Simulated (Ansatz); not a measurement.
in.yaml

```yaml
crystal:
  periodic: [false, false, false]
  atoms:
    - {symbol: Ge, position_ang: [0.000000, 0.000000, 6.116958]}
    - {symbol: N, position_ang: [0.000000, 0.000000, -1.643042]}
    - {symbol: H, position_ang: [0.000000, 0.830871, -2.236958]}
    - {symbol: H, position_ang: [0.000000, -0.830871, -2.236958]}
basis:
  gaussian: {orbitals: def2-mTZVP}
magnetization: {spin_polarized: false, initial_magnetization: 3}
correlation: {method: bccd_t, electrons: outside_noble_gas, diis_vectors: 4}
```

```sh
$ ansatz run in.yaml --threads 1 --pin off --events-out ev --progress --plain --max-ram 2393MiB
```

**Question.** Roughly how long does this take on 1 thread of Arm Neoverse V1, shared host, and how much host memory?

**Answer.** 13 s wall and 0.3 GiB.

```
565 factors; integrals over basis functions are off by at most 1.1e-3 eV
mean field evaluation 1: about -57983.6023 eV, gradient 1.7e1 eV
mean field evaluation 2: about -57983.6280 eV, gradient 1.7e1 eV
mean field evaluation 4: about -57984.4509 eV, gradient 1.8e0 eV
mean field evaluation 8: about -57984.4609 eV, gradient 4.1e-4 eV
mean field evaluation 16: about -57984.4623 eV, gradient 5.3e-2 eV
mean field evaluation 32: about -57983.6019 eV, gradient 1.7e1 eV
mean field evaluation 64: about -57984.2265 eV, gradient 4.4e0 eV
mean field evaluation 96: about -57984.4701 eV, gradient 2.2e-2 eV
mean field evaluation 128: about -57982.2109 eV, gradient 8.5e0 eV
mean field evaluation 160: about -57982.4318 eV, gradient 3.3e0 eV
mean field evaluation 192: about -57984.4703 eV, gradient 1.0e-1 eV
mean field evaluation 224: about -57982.4852 eV, gradient 2.5e-1 eV
mean field evaluation 256: about -57984.4703 eV, gradient 1.4e-3 eV
mean field evaluation 288: about -57982.4856 eV, gradient 8.7e-3 eV
mean field evaluation 320: about -57984.4453 eV, gradient 2.3e0 eV
mean field evaluation 352: about -57982.4851 eV, gradient 2.6e-4 eV
mean field -57984.47031170 eV, -2130.8899806692 hartree, gradient 1.1e-6 eV, S^2 3.750000; 14 other end points of the search recorded, 0 dependent functions left out
mean field evaluation 384: about -57984.6707 eV, gradient 4.4e-1 eV
mean field evaluation 416: about -57984.6767 eV, gradient 6.5e-2 eV
mean field evaluation 448: about -57984.6709 eV, gradient 4.4e-1 eV
determinant -57984.47031170 eV, -2130.8899806692 hartree, with singles and doubles -57990.58909835 eV, -2131.1148419313 hartree
determinant -57984.46112405 eV, -2130.8896430293 hartree, with singles and doubles -57990.58053983 eV, -2131.1145274116 hartree
determinant -57984.46090093 eV, -2130.8896348300 hartree, with singles and doubles -57990.58033043 eV, -2131.1145197163 hartree
determinant -57982.48925580 eV, -2130.8171782079 hartree, with singles and doubles -57988.61232700 eV, -2131.0421969242 hartree
determinant -57982.48561450 eV, -2130.8170443924 hartree, with singles and doubles -57988.60888540 eV, -2131.0420704477 hartree
determinant -57982.48505575 eV, -2130.8170238588 hartree, with singles and doubles -57988.60835286 eV, -2131.0420508773 hartree
determinant -57984.47031170 eV, -2130.8899806692 hartree, with singles and doubles -57990.57541501 eV, -2131.1143390780 hartree
determinant -57984.46112405 eV, -2130.8896430293 hartree, with singles and doubles -57990.56686588 eV, -2131.1140249032 hartree
determinant -57984.46090093 eV, -2130.8896348300 hartree, with singles and doubles -57990.56665598 eV, -2131.1140171894 hartree
mean field evaluation 480: about -57984.4703 eV, gradient 1.5e-5 eV
15 core orbitals not correlated: weight in the atoms' cores, before any rotation towards them, 1.000 or more for the frozen orbitals, at most 0.000 for the correlated occupied ones
reference -57984.47031170 eV, -2130.8899806692 hartree; 7, 4 occupied and 39, 42 virtual orbitals, 565 factors
second order -5.08095970 eV of doubles, -0.12727856 eV of singles
cycle   1  -6.10379651 eV  change    1.3e-3 eV  update   2.1e-3
cycle   2  -6.10251307 eV  change    1.3e-3 eV  update   9.7e-4
cycle   3  -6.10221546 eV  change    3.0e-4 eV  update   3.6e-4
cycle   4  -6.10223811 eV  change   -2.3e-5 eV  update   9.8e-5
cycle   5  -6.10224761 eV  change   -9.5e-6 eV  update   3.7e-5
cycle   6  -6.10223127 eV  change    1.6e-5 eV  update   1.5e-5
cycle   7  -6.10222927 eV  change    2.0e-6 eV  update   5.9e-6
perturbative correction -0.11188363 eV, -0.0041116476 hartree
Total energy: -57990.68442459 eV, -2131.1183451061 hartree
```
